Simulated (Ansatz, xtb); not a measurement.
## CH7NSi+: where a starting geometry ends

The starting geometry of this gas-phase doublet has its atoms placed at random.

```xyz
10

C     0.6517   -1.4295   -0.6261
N    -0.2544   -2.2597    0.1226
Si    0.4397    0.7950    0.1269
H     0.6181   -2.2249    0.3123
H     1.5961    0.4360   -0.7392
H     1.3066   -0.3907    1.4061
H    -0.3447    2.1185   -1.2223
H     1.3833    1.4629   -0.5532
H     0.9692    1.1558    2.0334
H    -1.1505   -1.8888    0.4828
```

Problem. Guess where an optimisation with r2SCAN-D4/def2-SVP ends from this start.

Solution. It loosens into CH5NSi + H2, which stay close as a complex (formulas without charges). Distances that change by over a tenth: N2–H4 (0.89 → 1.02 Å). Contacts that open: C1–H4 (1.23 → 2.05 Å), Si3–H5 (1.49 → 2.89 Å), Si3–H8 (1.34 → 2.94 Å). Contacts that close: C1–Si3 (2.36 → 1.81 Å), C1–H6 (2.37 → 1.10 Å), Si3–H7 (2.05 → 1.48 Å), Si3–H9 (2.01 → 1.47 Å), H5–H8 (1.07 → 0.76 Å).

The energy falls by 13.64 eV over 24 steps:

| step | E − E(last) (eV) |
| --- | --- |
| 1 | 13.643 |
| 4 | 6.948 |
| 6 | 4.638 |
| 9 | 1.783 |
| 11 | 0.750 |
| 14 | 0.120 |
| 16 | 0.018 |
| 19 | 0.003 |
| 21 | 0.000 |
| 24 | 0.000 |

Final geometry (Å):

```json
{"atom": "C", "x (Å)": "0.3869", "y (Å)": "-1.0004", "z (Å)": "0.8455"}
{"atom": "N", "x (Å)": "-0.1747", "y (Å)": "-2.0041", "z (Å)": "0.1973"}
{"atom": "Si", "x (Å)": "0.1860", "y (Å)": "0.7780", "z (Å)": "0.5457"}
{"atom": "H", "x (Å)": "0.0141", "y (Å)": "-2.9735", "z (Å)": "0.4548"}
{"atom": "H", "x (Å)": "2.2245", "y (Å)": "1.2525", "z (Å)": "-1.4501"}
{"atom": "H", "x (Å)": "1.0620", "y (Å)": "-1.2993", "z (Å)": "1.6602"}
{"atom": "H", "x (Å)": "-0.7387", "y (Å)": "1.2235", "z (Å)": "-0.5147"}
{"atom": "H", "x (Å)": "2.1588", "y (Å)": "1.9895", "z (Å)": "-1.2714"}
{"atom": "H", "x (Å)": "0.9191", "y (Å)": "1.6742", "z (Å)": "1.4543"}
{"atom": "H", "x (Å)": "-0.8229", "y (Å)": "-1.8660", "z (Å)": "-0.5783"}
```

From the same start GFN2-xTB ends elsewhere, in pieces: CH6NSi + H.

From so rough a start the end depends on the optimiser's path, so another program may land elsewhere. The end wasn't checked by frequencies. Open shells are spin-unrestricted. Run with Ansatz 0.2.0, 63 s on 2 threads of Intel(R) Xeon(R) Platinum 8375C CPU @ 2.90GHz (Ice Lake) (shared host).
